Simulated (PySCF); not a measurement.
# Basis-set dependence of population analyses: `C=C=CC(F)F`

Species: C4H4F2.
SMILES with atom numbers: `[CH2:1]=[C:2]=[CH:3][CH:4]([F:5])[F:6]` (hydrogens: H7, H8 on C1; H9 on C3; H10 on C4)

PBE0 throughout (PySCF), one geometry, spherical d and f functions. Geometry: PBE0-D3(BJ)/def2-SVP, one conformer, isolated molecule. Atoms taken as equivalent share a column and are averaged. The first 7 of 8 kinds of atom are listed.

Mulliken charges (e):

```
        basis  functions      C1      C2      C3      C4   F5/F6   H7/H8      H9
       STO-3G         34  -0.199  +0.014  -0.140  +0.155  -0.108  +0.103  +0.104
        6-31G         62  -0.465  +0.166  -0.289  +0.395  -0.312  +0.204  +0.227
     pcSseg-0         62  -0.391  -0.131  -0.261  +0.475  -0.363  +0.259  +0.276
       6-31G*         92  -0.564  +0.305  -0.400  +0.510  -0.322  +0.210  +0.217
      cc-pVDZ        104  -0.096  +0.067  -0.255  +0.422  -0.205  +0.088  +0.068
     def2-SVP        104  -0.211  +0.121  -0.231  +0.474  -0.232  +0.098  +0.089
  aug-cc-pVDZ        174  +0.589  -0.240  +0.751  +1.276  -0.463  -0.294  -0.468
6-311+G(2d,p)        186  -0.676  +1.088  -0.648  +0.145  -0.248  +0.149  +0.146
    def2-TZVP        210  -0.288  +0.003  -0.175  +0.282  -0.185  +0.161  +0.150
      cc-pVTZ        236  -0.319  +0.033  -0.173  +0.380  -0.188  +0.143  +0.143
     IGLO-III        250  -0.202  -0.105  +0.016  +0.257  -0.226  +0.130  +0.121
```

IAO charges (e):

```
        basis  functions      C1      C2      C3      C4   F5/F6   H7/H8      H9
       STO-3G         34  -0.306  +0.040  -0.224  +0.190  -0.135  +0.152  +0.154
        6-31G         62  -0.351  +0.054  -0.237  +0.393  -0.283  +0.183  +0.186
     pcSseg-0         62  -0.339  +0.050  -0.241  +0.394  -0.276  +0.178  +0.183
       6-31G*         92  -0.344  +0.050  -0.235  +0.453  -0.295  +0.176  +0.177
      cc-pVDZ        104  -0.350  +0.053  -0.238  +0.449  -0.295  +0.179  +0.179
     def2-SVP        104  -0.338  +0.052  -0.233  +0.451  -0.296  +0.174  +0.176
  aug-cc-pVDZ        174  -0.358  +0.056  -0.240  +0.453  -0.306  +0.184  +0.185
6-311+G(2d,p)        186  -0.358  +0.056  -0.240  +0.452  -0.307  +0.184  +0.185
    def2-TZVP        210  -0.358  +0.056  -0.241  +0.460  -0.307  +0.183  +0.184
      cc-pVTZ        236  -0.359  +0.056  -0.241  +0.459  -0.305  +0.183  +0.184
     IGLO-III        250  -0.359  +0.056  -0.241  +0.455  -0.307  +0.184  +0.186
```

Hirshfeld charges (e):

```json
{"basis": "STO-3G", "functions": "34", "C1": "-0.065", "C2": "-0.016", "C3": "-0.066", "C4": "+0.172", "F5/F6": "-0.079", "H7/H8": "+0.043", "H9": "+0.040"}
{"basis": "6-31G", "functions": "62", "C1": "-0.095", "C2": "+0.006", "C3": "-0.080", "C4": "+0.157", "F5/F6": "-0.121", "H7/H8": "+0.068", "H9": "+0.068"}
{"basis": "pcSseg-0", "functions": "62", "C1": "-0.092", "C2": "+0.009", "C3": "-0.079", "C4": "+0.154", "F5/F6": "-0.114", "H7/H8": "+0.066", "H9": "+0.061"}
{"basis": "6-31G*", "functions": "92", "C1": "-0.099", "C2": "+0.004", "C3": "-0.078", "C4": "+0.149", "F5/F6": "-0.110", "H7/H8": "+0.066", "H9": "+0.066"}
{"basis": "cc-pVDZ", "functions": "104", "C1": "-0.100", "C2": "+0.012", "C3": "-0.085", "C4": "+0.139", "F5/F6": "-0.101", "H7/H8": "+0.065", "H9": "+0.063"}
{"basis": "def2-SVP", "functions": "104", "C1": "-0.101", "C2": "+0.014", "C3": "-0.085", "C4": "+0.145", "F5/F6": "-0.106", "H7/H8": "+0.066", "H9": "+0.063"}
{"basis": "aug-cc-pVDZ", "functions": "174", "C1": "-0.104", "C2": "+0.013", "C3": "-0.089", "C4": "+0.138", "F5/F6": "-0.110", "H7/H8": "+0.070", "H9": "+0.070"}
{"basis": "6-311+G(2d,p)", "functions": "186", "C1": "-0.099", "C2": "+0.009", "C3": "-0.088", "C4": "+0.141", "F5/F6": "-0.113", "H7/H8": "+0.069", "H9": "+0.070"}
{"basis": "def2-TZVP", "functions": "210", "C1": "-0.103", "C2": "+0.013", "C3": "-0.087", "C4": "+0.139", "F5/F6": "-0.109", "H7/H8": "+0.069", "H9": "+0.069"}
{"basis": "cc-pVTZ", "functions": "236", "C1": "-0.104", "C2": "+0.014", "C3": "-0.086", "C4": "+0.138", "F5/F6": "-0.107", "H7/H8": "+0.068", "H9": "+0.067"}
{"basis": "IGLO-III", "functions": "250", "C1": "-0.104", "C2": "+0.013", "C3": "-0.088", "C4": "+0.138", "F5/F6": "-0.110", "H7/H8": "+0.070", "H9": "+0.069"}
```

ESP-fitted charges (e):

```tsv
basis	functions	C1	C2	C3	C4	F5/F6	H7/H8	H9
STO-3G	34	-0.358	+0.120	-0.314	+0.404	-0.149	+0.150	+0.149
6-31G	62	-0.544	+0.212	-0.500	+0.713	-0.301	+0.233	+0.246
pcSseg-0	62	-0.545	+0.182	-0.519	+0.779	-0.318	+0.242	+0.254
6-31G*	92	-0.532	+0.175	-0.391	+0.446	-0.209	+0.229	+0.215
cc-pVDZ	104	-0.502	+0.150	-0.393	+0.506	-0.227	+0.222	+0.215
def2-SVP	104	-0.497	+0.155	-0.415	+0.550	-0.242	+0.220	+0.220
aug-cc-pVDZ	174	-0.551	+0.178	-0.432	+0.525	-0.243	+0.240	+0.237
6-311+G(2d,p)	186	-0.564	+0.180	-0.426	+0.514	-0.243	+0.245	+0.238
def2-TZVP	210	-0.567	+0.188	-0.429	+0.497	-0.232	+0.244	+0.235
cc-pVTZ	236	-0.542	+0.161	-0.393	+0.462	-0.223	+0.237	+0.225
IGLO-III	250	-0.553	+0.175	-0.418	+0.494	-0.235	+0.241	+0.234
```

Problem. Which scheme is steadiest as the basis changes?

Solution. Largest range over the bases for any column: Hirshfeld 0.04 e, IAO 0.27 e, ESP-fitted 0.37 e, Mulliken 1.40 e. Hirshfeld charges move least and Mulliken charges most, counted in e. Without the minimal STO-3G basis the ranges are Hirshfeld 0.02, IAO 0.07, ESP-fitted 0.33, Mulliken 1.40 e.

Problem. How much do the charges still move between the two largest bases, cc-pVTZ and IGLO-III?

Solution. At most, over all atoms: Mulliken 0.189 e, IAO 0.004 e, Hirshfeld 0.003 e, ESP-fitted 0.032 e.

Problem. What do the same runs give for the total energy, the frontier levels and the dipole moment?

Solution. 
```
        basis  energy (Eh)  HOMO (eV)  LUMO (eV)  μ (D)
       STO-3G    -349.2982      -5.24       2.94   1.14
        6-31G    -353.9827      -8.13      -0.09   2.87
     pcSseg-0    -353.2640      -8.40      -0.36   2.90
       6-31G*    -354.0618      -7.94       0.04   2.29
      cc-pVDZ    -354.0914      -8.08      -0.14   2.35
     def2-SVP    -353.8070      -8.18      -0.24   2.44
  aug-cc-pVDZ    -354.1200      -8.26      -0.45   2.59
6-311+G(2d,p)    -354.1854      -8.28      -0.45   2.64
    def2-TZVP    -354.2203      -8.24      -0.36   2.51
      cc-pVTZ    -354.2040      -8.20      -0.31   2.46
     IGLO-III    -354.2258      -8.27      -0.42   2.58
```

The dipole is fixed by the density alone, so its range of 1.76 D shows that the density itself changes with the basis, not only its division among atoms.
